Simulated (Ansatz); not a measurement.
# Exact exchange and the electronic atomisation energy of C4H6S (2,3-dihydrothiophene)

C4H6S has 11 atoms, charge 0, and is taken as a singlet. As SMILES, `C1=CSCC1`. Geometry: relaxed at PBE0-D4/def2-TZVP. This is one conformer, not always the lowest.

The electronic atomisation energy y, in eV, basis def2-SVP; a is the functional's share of exact exchange. Programs: Ansatz 0.2.0.

| functional | program | a | y (eV) |
| --- | --- | --- | --- |
| PBE | Ansatz | 0 | 48.57 |
| r2SCAN | Ansatz | 0 | 47.54 |
| B3LYP | Ansatz | 0.2 | 46.87 |
| r2SCAN0 | Ansatz | 0.25 | 46.96 |
| PBE0 | Ansatz | 0.25 | ? |
| BHLYP | Ansatz | 0.5 | 45.71 |

Question: Fit y = c + s·a to the known rows and predict PBE0.

Answer: 
1. Means of the 5 rows: a = 0.1900, y = 47.130.
2. Σ(Δa)² = 0.172, Σ(Δa·Δy) = -0.8045, so the slope is -0.8045/0.172 = -4.6773.
3. Intercept: 47.130 − (-4.6773) × 0.1900 = 48.019. The largest residual of the fit is 0.55.
4. PBE0: 48.019 + (-4.6773) × 0.25 = 46.85 eV.

The run gave 47.84 eV, so the prediction is off by -0.99 eV, more than the scatter of the fit. The rows mix families of semi-local functionals, which the line can't see.
